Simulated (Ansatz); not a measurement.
## [H···H···SiH$_{3}$], doublet along the distance H1-H2

Starting geometry:

| atom | x (Å) | y (Å) | z (Å) |
| --- | --- | --- | --- |
| H | -2.6755 | 0.0000 | 0.0000 |
| H | -1.9305 | 0.0000 | 0.0000 |
| Si | 0.1055 | 0.0000 | 0.0000 |
| H | 0.5555 | -1.4163 | 0.0000 |
| H | 0.5555 | 0.7081 | -1.2265 |
| H | 0.5555 | 0.7081 | 1.2265 |

From there H2 is moved from one fragment to the other while all else, the fragments' distance too, stays fixed; atoms are numbered as listed. Energies are in kcal/mol, counted from the starting geometry at the same level. Kohn–Sham curves are unrestricted where that lies lower.

Basis 6-31G; Ansatz 0.2.0. Correlated methods freeze the noble-gas cores.

Full CI is exact within this basis and frozen core; it isn't the basis-set limit.

| distance H1-H2 (Å) | r2SCAN |
| --- | --- |
| 0.693 | 1.7 |
| 0.745 | 0.0 |
| 0.830 | 0.8 |
| 0.915 | 3.6 |
| 1.000 | 6.4 |
| 1.086 | 8.4 |
| 1.171 | 9.6 |
| 1.256 | 10.9 |
| 1.341 | 13.6 |

Problem. Estimate the full CI curve in 6-31G from this one, knowing how r2SCAN errs.

Solution. The computed full CI values, in kcal/mol from the starting point, and the error of r2SCAN against them:
| distance H1-H2 (Å) | full CI | r2SCAN less full CI |
| --- | --- | --- |
| 0.693 | 0.9 | 0.8 |
| 0.745 | 0.0 | 0.0 |
| 0.830 | 2.2 | -1.4 |
| 0.915 | 6.3 | -2.7 |
| 1.000 | 10.0 | -3.6 |
| 1.086 | 12.2 | -3.9 |
| 1.171 | 13.0 | -3.4 |
| 1.256 | 13.5 | -2.6 |
| 1.341 | 15.2 | -1.6 |

The error spans 4.6 kcal/mol and is largest, -3.9 kcal/mol, at 1.086 Å.

In so small a basis the reference is far from its limit while semilocal and hybrid functionals are nearer theirs, so the functionals' errors here hold much of the reference's basis and frozen-core error, which can add to them or hide them.
